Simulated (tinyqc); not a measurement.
Coupled-perturbed Hartree-Fock on RHF in the sto-3g basis, for H2F+, spin multiplicity 1, step by step. Computed by tinyqc, a small Python program that keeps every step (integrals from PySCF). Settings: charge = 1, multiplicity = 1, basis = sto-3g, method = RHF, energy threshold = 1e-10, iteration cap = 50, orthogonalisation = canonical, start = atomic densities, DIIS depth = 6. Command: `OMP_NUM_THREADS=1 python tinyqc.py 20564 20565 out.jsonl` (the two numbers bound the seeds that draw the settings). One thread of a shared host (Intel(R) Xeon(R) Processor @ 2.60GHz), about 0.2 s of CPU time with the checks. The early iterations of the SCF are left out here.

## One-electron integrals

Geometry (angstrom):
```
atom         x          y         z
F     0.000000   0.000000  0.000000
H     0.000000   0.850000  0.705000
H     0.000000  -0.850000  0.705000
```

Basis sto-3g: exponents (1/bohr^2) and contraction coefficients of normalised primitives:
```
element  l (shell)    exponent  coefficient
F            s (1)  166.679130     0.154329
F            s (1)   30.360812     0.535328
F            s (1)    8.216821     0.444635
F            s (2)    6.464803    -0.099967
F            s (2)    1.502281     0.399513
F            s (2)    0.488588     0.700115
F            p (3)    6.464803     0.155916
F            p (3)    1.502281     0.607684
F            p (3)    0.488588     0.391957
H            s (1)    3.425251     0.154329
H            s (1)    0.623914     0.535328
H            s (1)    0.168855     0.444635
```

Overlap, kinetic and nuclear-attraction integrals over the contracted functions; the nuclear repulsion is the sum of Za Zb / Rab.

nuclear repulsion = 8.93666164 hartree

overlap S, order 1F 1s, 1F 2s, 1F 2px, 1F 2py, 1F 2pz, 2H 1s, 3H 1s:
```
[[1.000000, 0.237990, 0.000000, 0.000000, 0.000000, 0.031590, 0.031590],
 [0.237990, 1.000000, 0.000000, 0.000000, 0.000000, 0.333605, 0.333605],
 [0.000000, 0.000000, 1.000000, 0.000000, 0.000000, 0.000000, 0.000000],
 [0.000000, 0.000000, 0.000000, 1.000000, 0.000000, 0.216357, -0.216357],
 [0.000000, 0.000000, 0.000000, 0.000000, 1.000000, 0.179449, 0.179449],
 [0.031590, 0.333605, 0.000000, 0.216357, 0.179449, 1.000000, 0.191290],
 [0.031590, 0.333605, 0.000000, -0.216357, 0.179449, 0.191290, 1.000000]]
```

kinetic energy T (hartree), order 1F 1s, 1F 2s, 1F 2px, 1F 2py, 1F 2pz, 2H 1s, 3H 1s:
```
[[36.984577, -0.212858, 0.000000, 0.000000, 0.000000, -0.007443, -0.007443],
 [-0.212858, 1.037995, 0.000000, 0.000000, 0.000000, 0.049666, 0.049666],
 [0.000000, 0.000000, 3.248015, 0.000000, 0.000000, 0.000000, 0.000000],
 [0.000000, 0.000000, 0.000000, 3.248015, 0.000000, 0.114849, -0.114849],
 [0.000000, 0.000000, 0.000000, 0.000000, 3.248015, 0.095257, 0.095257],
 [-0.007443, 0.049666, 0.000000, 0.114849, 0.095257, 0.760032, -0.002644],
 [-0.007443, 0.049666, 0.000000, -0.114849, 0.095257, -0.002644, 0.760032]]
```

nuclear attraction V (hartree), order 1F 1s, 1F 2s, 1F 2px, 1F 2py, 1F 2pz, 2H 1s, 3H 1s:
```
[[-77.967955, -9.404892, 0.000000, 0.000000, -0.013256, -1.279822, -1.279822],
 [-9.404892, -12.497900, 0.000000, 0.000000, -0.163716, -3.090290, -3.090290],
 [0.000000, 0.000000, -12.356394, 0.000000, 0.000000, 0.000000, 0.000000],
 [0.000000, 0.000000, 0.000000, -12.442729, 0.000000, -1.722462, 1.722462],
 [-0.013256, -0.163716, 0.000000, 0.000000, -12.415786, -1.473114, -1.473114],
 [-1.279822, -3.090290, 0.000000, -1.722462, -1.473114, -5.762176, -1.223551],
 [-1.279822, -3.090290, 0.000000, 1.722462, -1.473114, -1.223551, -5.762176]]
```

core Hamiltonian H = T + V (hartree), order 1F 1s, 1F 2s, 1F 2px, 1F 2py, 1F 2pz, 2H 1s, 3H 1s:
```
[[-40.983379, -9.617750, 0.000000, 0.000000, -0.013256, -1.287266, -1.287266],
 [-9.617750, -11.459905, 0.000000, 0.000000, -0.163716, -3.040625, -3.040625],
 [0.000000, 0.000000, -9.108379, 0.000000, 0.000000, 0.000000, 0.000000],
 [0.000000, 0.000000, 0.000000, -9.194715, 0.000000, -1.607614, 1.607614],
 [-0.013256, -0.163716, 0.000000, 0.000000, -9.167771, -1.377857, -1.377857],
 [-1.287266, -3.040625, 0.000000, -1.607614, -1.377857, -5.002144, -1.226194],
 [-1.287266, -3.040625, 0.000000, 1.607614, -1.377857, -1.226194, -5.002144]]
```

## Two-electron integrals

Functions are numbered as in S; the eight-fold symmetry (ij|kl) = (ji|kl) = (kl|ij) leaves the list below.

Two-electron integrals (ij|kl) in chemists' order, unique and non-zero (hartree):
```
(11|11) 5.403501    (21|11) 0.841920    (21|21) 0.156299    (22|11) 1.268028
(22|21) 0.292344    (22|22) 0.926167    (31|31) 0.027998    (32|31) 0.043169
(32|32) 0.204588    (33|11) 1.264502    (33|21) 0.292403    (33|22) 0.925959
(33|33) 0.997514    (41|41) 0.027998    (42|41) 0.043169    (42|42) 0.204588
(43|43) 0.053770    (44|11) 1.264502    (44|21) 0.292403    (44|22) 0.925959
(44|33) 0.889973    (44|44) 0.997514    (51|51) 0.027998    (52|51) 0.043169
(52|52) 0.204588    (53|53) 0.053770    (54|54) 0.053770    (55|11) 1.264502
(55|21) 0.292403    (55|22) 0.925959    (55|33) 0.889973    (55|44) 0.889973
(55|55) 0.997514    (61|11) 0.113207    (61|21) 0.020849    (61|22) 0.038781
(61|33) 0.038721    (61|41) 0.000655    (61|42) 0.001232    (61|44) 0.038831
(61|51) 0.000543    (61|52) 0.001022    (61|54) 0.000092    (61|55) 0.038797
(61|61) 0.002809    (62|11) 0.298242    (62|21) 0.069733    (62|22) 0.247842
(62|33) 0.244150    (62|41) 0.003661    (62|42) 0.029040    (62|44) 0.250568
(62|51) 0.003037    (62|52) 0.024086    (62|54) 0.005323    (62|55) 0.248565
(62|61) 0.009446    (62|62) 0.082914    (63|31) 0.007160    (63|32) 0.042955
(63|43) 0.006052    (63|53) 0.005019    (63|63) 0.012062    (64|11) 0.159958
(64|21) 0.037868    (64|22) 0.144062    (64|33) 0.137980    (64|41) 0.008894
(64|42) 0.058887    (64|44) 0.153625    (64|51) 0.001438    (64|52) 0.013214
(64|54) 0.007957    (64|55) 0.140416    (64|61) 0.005336    (64|62) 0.059161
(64|64) 0.053971    (65|11) 0.132671    (65|21) 0.031408    (65|22) 0.119487
(65|33) 0.114442    (65|41) 0.001438    (65|42) 0.013214    (65|44) 0.117379
(65|51) 0.008353    (65|52) 0.053915    (65|54) 0.008488    (65|55) 0.126501
(65|61) 0.004425    (65|62) 0.049069    (65|64) 0.034760    (65|65) 0.040892
(66|11) 0.469136    (66|21) 0.111475    (66|22) 0.457728    (66|33) 0.442625
(66|41) 0.007038    (66|42) 0.079384    (66|44) 0.469180    (66|51) 0.005837
(66|52) 0.065842    (66|54) 0.022026    (66|55) 0.460893    (66|61) 0.015181
(66|62) 0.200277    (66|64) 0.166278    (66|65) 0.137913    (66|66) 0.774606
(71|11) 0.113207    (71|21) 0.020849    (71|22) 0.038781    (71|33) 0.038721
(71|41) -0.000655   (71|42) -0.001232   (71|44) 0.038831    (71|51) 0.000543
(71|52) 0.001022    (71|54) -0.000092   (71|55) 0.038797    (71|61) 0.002777
(71|62) 0.009216    (71|64) 0.004797    (71|65) 0.004321    (71|66) 0.014722
(71|71) 0.002809    (72|11) 0.298242    (72|21) 0.069733    (72|22) 0.247842
(72|33) 0.244150    (72|41) -0.003661   (72|42) -0.029040   (72|44) 0.250568
(72|51) 0.003037    (72|52) 0.024086    (72|54) -0.005323   (72|55) 0.248565
(72|61) 0.009216    (72|62) 0.068538    (72|64) 0.033608    (72|65) 0.039417
(72|66) 0.136002    (72|71) 0.009446    (72|72) 0.082914    (73|31) 0.007160
(73|32) 0.042955    (73|43) -0.006052   (73|53) 0.005019    (73|63) 0.009671
(73|73) 0.012062    (74|11) -0.159958   (74|21) -0.037868   (74|22) -0.144062
(74|33) -0.137980   (74|41) 0.008894    (74|42) 0.058887    (74|44) -0.153625
(74|51) -0.001438   (74|52) -0.013214   (74|54) 0.007957    (74|55) -0.140416
(74|61) -0.004797   (74|62) -0.033608   (74|64) -0.007116   (74|65) -0.018954
(74|66) -0.060564   (74|71) -0.005336   (74|72) -0.059161   (74|74) 0.053971
(75|11) 0.132671    (75|21) 0.031408    (75|22) 0.119487    (75|33) 0.114442
(75|41) -0.001438   (75|42) -0.013214   (75|44) 0.117379    (75|51) 0.008353
(75|52) 0.053915    (75|54) -0.008488   (75|55) 0.126501    (75|61) 0.004321
(75|62) 0.039417    (75|64) 0.018954    (75|65) 0.032084    (75|66) 0.086487
(75|71) 0.004425    (75|72) 0.049069    (75|74) -0.034760   (75|75) 0.040892
(76|11) 0.109966    (76|21) 0.026008    (76|22) 0.102331    (76|33) 0.100160
(76|44) 0.101802    (76|51) 0.001705    (76|52) 0.016965    (76|55) 0.104922
(76|61) 0.003496    (76|62) 0.035529    (76|64) 0.022190    (76|65) 0.024035
(76|66) 0.097022    (76|71) 0.003496    (76|72) 0.035529    (76|74) -0.022190
(76|75) 0.024035    (76|76) 0.019914    (77|11) 0.469136    (77|21) 0.111475
(77|22) 0.457728    (77|33) 0.442625    (77|41) -0.007038   (77|42) -0.079384
(77|44) 0.469180    (77|51) 0.005837    (77|52) 0.065842    (77|54) -0.022026
(77|55) 0.460893    (77|61) 0.014722    (77|62) 0.136002    (77|64) 0.060564
(77|65) 0.086487    (77|66) 0.308176    (77|71) 0.015181    (77|72) 0.200277
(77|74) -0.166278   (77|75) 0.137913    (77|76) 0.097022    (77|77) 0.774606
```

## Orthogonalisation

S = U s U^T; canonical form X = U s^(-1/2), so that X^T S X = 1. Each column of U has its largest component positive (the first on a tie).

eigenvalues of S: [0.511588, 0.583779, 0.893470, 1.000000, 1.102544, 1.224931, 1.683688]

X, order 1F 1s, 1F 2s, 1F 2px, 1F 2py, 1F 2pz, 2H 1s, 3H 1s:
```
[[-0.402945, 0.000000, 0.694546, 0.000000, 0.619297, 0.000000, 0.193550],
 [0.979044, 0.000000, -0.255978, 0.000000, 0.312724, 0.000000, 0.451524],
 [0.000000, 0.000000, 0.000000, 1.000000, 0.000000, 0.000000, 0.000000],
 [0.000000, 0.775211, 0.000000, 0.000000, 0.000000, 0.727991, 0.000000],
 [0.421021, 0.000000, 0.696938, 0.000000, -0.604916, 0.000000, 0.206637],
 [-0.572952, -0.745662, -0.206869, 0.000000, -0.172836, 0.378419, 0.393637],
 [-0.572952, 0.745662, -0.206869, 0.000000, -0.172836, -0.378419, 0.393637]]
```

## Iteration 8 (converged): orbitals

converged F (hartree), order 1F 1s, 1F 2s, 1F 2px, 1F 2py, 1F 2pz, 2H 1s, 3H 1s:
```
[[-26.586858, -6.779038, 0.000000, 0.000000, -0.021895, -0.916068, -0.916068],
 [-6.779038, -3.588358, 0.000000, 0.000000, -0.099407, -0.995046, -0.995046],
 [0.000000, 0.000000, -1.009800, 0.000000, 0.000000, 0.000000, 0.000000],
 [0.000000, 0.000000, 0.000000, -0.910420, 0.000000, -0.449652, 0.449652],
 [-0.021895, -0.099407, 0.000000, 0.000000, -0.943917, -0.418078, -0.418078],
 [-0.916068, -0.995046, 0.000000, -0.449652, -0.418078, -0.740329, -0.324272],
 [-0.916068, -0.995046, 0.000000, 0.449652, -0.418078, -0.324272, -0.740329]]
```

Diagonalise F' = X^T F X, C = X C', fill 5 alpha and 5 beta electrons from the bottom; D = 2 C_occ C_occ^T. Each column has its largest component positive (the first on a tie).

F' = X^T F X (hartree):
```
[[-1.558330, 0.000000, 3.538648, 0.000000, 3.331040, 0.000000, 0.997227],
 [0.000000, 0.029892, 0.000000, 0.000000, 0.000000, -0.054633, 0.000000],
 [3.538648, 0.000000, -10.628513, 0.000000, -10.770377, 0.000000, -5.178841],
 [0.000000, 0.000000, 0.000000, -1.009800, 0.000000, 0.000000, 0.000000],
 [3.331040, 0.000000, -10.770377, 0.000000, -13.096024, 0.000000, -5.962165],
 [0.000000, -0.054633, 0.000000, 0.000000, 0.000000, -1.097146, 0.000000],
 [0.997227, 0.000000, -5.178841, 0.000000, -5.962165, 0.000000, -4.425588]]
```

orbital energies (hartree): [-26.596226, -1.999937, -1.099788, -1.040921, -1.009800, -0.071371, 0.032534]

coefficients C, order 1F 1s, 1F 2s, 1F 2px, 1F 2py, 1F 2pz, 2H 1s, 3H 1s:
```
[[0.994841, -0.251796, 0.000000, 0.065488, 0.000000, 0.091386, 0.000000],
 [0.021797, 0.960185, 0.000000, -0.324954, 0.000000, -0.545615, 0.000000],
 [0.000000, 0.000000, 0.000000, 0.000000, 1.000000, 0.000000, 0.000000],
 [0.000000, 0.000000, 0.764587, 0.000000, 0.000000, 0.000000, -0.739140],
 [0.002102, 0.094149, 0.000000, 0.845116, 0.000000, -0.590350, 0.000000],
 [-0.003441, 0.080144, 0.341958, 0.243959, 0.000000, 0.699958, 0.763071],
 [-0.003441, 0.080144, -0.341958, 0.243959, 0.000000, 0.699958, -0.763071]]
```

D after iteration 8, order 1F 1s, 1F 2s, 1F 2px, 1F 2py, 1F 2pz, 2H 1s, 3H 1s:
```
[[2.114797, -0.482733, 0.000000, 0.000000, 0.067459, -0.015254, -0.015254],
 [-0.482733, 2.056052, 0.000000, 0.000000, -0.368355, -0.004795, -0.004795],
 [0.000000, 0.000000, 2.000000, 0.000000, 0.000000, 0.000000, 0.000000],
 [0.000000, 0.000000, 0.000000, 1.169188, 0.000000, 0.522914, -0.522914],
 [0.067459, -0.368355, 0.000000, 0.000000, 1.446180, 0.427423, 0.427423],
 [-0.015254, -0.004795, 0.000000, 0.522914, 0.427423, 0.365772, -0.101970],
 [-0.015254, -0.004795, 0.000000, -0.522914, 0.427423, -0.101970, 0.365772]]
```

## Convergence

Stop when the energy changes by less than 1e-10 hartree and every element of the error matrix X^T (F D S - S D F) X is below 3e-06.

Course of the cycle:
```
iteration   E (hartree)     change  largest element of the error matrix
1          -93.95373203          -                             1.15e+00
2          -98.69319757  -4.74e+00                             4.30e-01
3          -98.83210469  -1.39e-01                             2.28e-02
4          -98.83260446  -5.00e-04                             7.97e-03
5          -98.83263395  -2.95e-05                             5.36e-04
6          -98.83263424  -2.91e-07                             7.81e-05
7          -98.83263425  -1.34e-08                             9.01e-06
8          -98.83263425  -8.35e-11                             1.61e-08
```

PySCF RHF in the same basis = -98.83263425 hartree

Converged in 8 iterations.

## Integrals over molecular orbitals

(pq|rs) = sum C_ip C_jq C_kr C_ls (ij|kl), one index at a time.

one-electron integrals over orbitals h = C^T H C (hartree):
```
[[-40.965843, 0.694088, 0.000000, -0.170098, 0.000000, -0.242684, 0.000000],
 [0.694088, -9.577202, 0.000000, 0.390218, 0.000000, 1.253890, 0.000000],
 [0.000000, 0.000000, -7.939546, 0.000000, 0.000000, 0.000000, 2.162482],
 [-0.170098, 0.390218, 0.000000, -8.431654, 0.000000, 1.626554, 0.000000],
 [0.000000, 0.000000, 0.000000, 0.000000, -9.108379, 0.000000, 0.000000],
 [-0.242684, 1.253890, 0.000000, 1.626554, 0.000000, -5.603866, 0.000000],
 [0.000000, 0.000000, 2.162482, 0.000000, 0.000000, 0.000000, -5.793752]]
```

Two-electron integrals over orbitals (pq|rs), unique and non-zero (hartree):
```
(11|11) 5.363388    (21|11) -0.507157   (21|21) 0.076055    (22|11) 1.209130
(22|21) -0.020007   (22|22) 0.860972    (31|31) 0.018052    (32|31) 0.026387
(32|32) 0.154634    (33|11) 0.990219    (33|21) -0.008598   (33|22) 0.755337
(33|33) 0.727326    (41|11) 0.130774    (41|21) -0.017094   (41|22) 0.012950
(41|33) 0.004925    (41|41) 0.026662    (42|11) -0.103838   (42|21) 0.007781
(42|22) -0.007785   (42|33) -0.010591   (42|41) 0.028295    (42|42) 0.157224
(43|31) -0.003885   (43|32) 0.005609    (43|43) 0.050616    (44|11) 1.114915
(44|21) -0.013537   (44|22) 0.796356    (44|33) 0.696804    (44|41) -0.009500
(44|42) -0.085304   (44|44) 0.840070    (51|51) 0.029568    (52|51) 0.039285
(52|52) 0.183073    (53|53) 0.038322    (54|51) -0.009459   (54|52) -0.034929
(54|54) 0.051853    (55|11) 1.264020    (55|21) -0.014344   (55|22) 0.882817
(55|33) 0.744669    (55|41) 0.003755    (55|42) -0.057342   (55|44) 0.810435
(55|55) 0.997514    (61|11) 0.184067    (61|21) -0.029329   (61|22) 0.003073
(61|33) 0.001820    (61|41) -0.007029   (61|42) -0.020361   (61|44) 0.012656
(61|55) 0.005166    (61|61) 0.019453    (62|11) -0.262688   (62|21) 0.006342
(62|22) -0.138338   (62|33) -0.088818   (62|41) -0.018470   (62|42) -0.048708
(62|44) -0.083536   (62|55) -0.138937   (62|61) 0.007499    (62|62) 0.075661
(63|31) -0.004107   (63|32) 0.016836    (63|43) 0.017357    (63|63) 0.061732
(64|11) -0.311777   (64|21) 0.004546    (64|22) -0.165441   (64|33) -0.102507
(64|41) -0.003491   (64|42) 0.026995    (64|44) -0.167994   (64|55) -0.174393
(64|61) -0.000352   (64|62) 0.059204    (64|64) 0.097283    (65|51) -0.011931
(65|52) -0.046907   (65|54) -0.011296   (65|65) 0.024786    (66|11) 0.700681
(66|21) -0.005631   (66|22) 0.570545    (66|33) 0.547768    (66|41) 0.015066
(66|42) 0.064026    (66|44) 0.539847    (66|55) 0.546865    (66|61) -0.006022
(66|62) -0.057747   (66|64) -0.031604   (66|66) 0.543581    (71|31) -0.016183
(71|32) -0.022820   (71|43) 0.003562    (71|63) 0.003335    (71|71) 0.014520
(72|31) -0.017388   (72|32) -0.067493   (72|43) 0.023851    (72|63) 0.024933
(72|71) 0.015077    (72|72) 0.054416    (73|11) -0.421108   (73|21) 0.008144
(73|22) -0.211446   (73|33) -0.167576   (73|41) 0.001148    (73|42) 0.062155
(73|44) -0.187058   (73|55) -0.232978   (73|61) -0.004949   (73|62) 0.063151
(73|64) 0.102989    (73|66) -0.019535   (73|73) 0.163407    (74|31) 0.007442
(74|32) 0.056790    (74|43) -0.001460   (74|63) 0.045776    (74|71) -0.006741
(74|72) -0.009275   (74|74) 0.054313    (75|53) -0.025137   (75|75) 0.018508
(76|31) 0.008415    (76|32) 0.082273    (76|43) 0.053521    (76|63) 0.076023
(76|71) -0.007574   (76|72) 0.008634    (76|74) 0.067348    (76|76) 0.155389
(77|11) 0.748004    (77|21) -0.006724   (77|22) 0.588385    (77|33) 0.591733
(77|41) 0.003497    (77|42) 0.012942    (77|44) 0.563858    (77|55) 0.573745
(77|61) 0.001288    (77|62) -0.039084   (77|64) -0.026996   (77|66) 0.532916
(77|73) -0.053161   (77|77) 0.560659
```

## Response to a field: uncoupled start

dipole integrals <a|z|i> (bohr), order a6, a7:
```
[[-0.032882, 0.048954, 0.000000, 0.540208, 0.000000],
 [0.000000, 0.000000, 0.636199, 0.000000, 0.000000]]
```

Field along z; U_ai = -mu_ai / (e_a - e_i), alpha = -4 sum U_ai mu_ai.

uncoupled U, order a6, a7:
```
[[0.001240, -0.025383, 0.000000, -0.557174, 0.000000],
 [0.000000, 0.000000, -0.561853, 0.000000, 0.000000]]
```

uncoupled polarisability = 2.638895 bohr^3

## Coupled step 1

U_ai = -(mu_ai + sum_bj [4 (ai|bj) - (ab|ij) - (aj|bi)] U_bj) / (e_a - e_i); alpha = -4 sum U_ai mu_ai.

U after step 1, order a6, a7:
```
[[0.000290, 0.045252, 0.000000, -0.515511, 0.000000],
 [0.000000, 0.000000, -0.455080, 0.000000, 0.000000]]
```

polarisability = 2.263195 bohr^3

## Coupled step 2

As before.

U after step 2, order a6, a7:
```
[[0.000344, 0.047346, 0.000000, -0.547577, 0.000000],
 [0.000000, 0.000000, -0.466109, 0.000000, 0.000000]]
```

polarisability = 2.360149 bohr^3

## Coupled polarisability

Repeat until U stops changing; compare with -d2E/dF2.

Course of the coupled iterations:
```
step  alpha (bohr^3)
0           2.638895
1           2.263195
2           2.360149
3           2.350769
4           2.355342
5           2.355620
6           2.356048
7           2.356188
8           2.356264
9           2.356299
10          2.356316
11          2.356324
12          2.356328
13          2.356330
14          2.356331
15          2.356331
16          2.356332
17          2.356332
18          2.356332
19          2.356332
20          2.356332
21          2.356332
22          2.356332
```

coupled polarisability = 2.356332 bohr^3

finite-field check, fields of +/-0.001 au = 2.356332 bohr^3
